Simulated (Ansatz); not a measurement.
A run of Ansatz (development build ahead of 0.2.0) on doublet NH(+) at this shape:

```csv
atom,x (Å),y (Å),z (Å)
N,0.0000,0.0000,0.0000
H,0.0000,0.0000,1.0700
```

Its results:

```
Converged                       : yes
Total energy                    : -54.67054 hartree
Spin squared of the determinant : 1.107
Stability test                  : minimum
```

(1) Which input gives this output? Name the method, the orbitals and the basis set, and write the input.

## Answers

(1) PBE (unrestricted) in pcseg-2.

```yaml
crystal:
  periodic: [false, false, false]
  atoms:
    - { symbol: "N", position_ang: [0.0, 0.0, 0.0] }
    - { symbol: H, position_ang: [0.0, 0.0, 1.07] }
basis:
  gaussian: { orbitals: pcseg-2 }
total_charge: 1
magnetization:
  spin_polarized: true
  initial_magnetization: 1
hamiltonian:
  xc: pbe
```

Caution: the unrestricted determinant is spin contaminated.
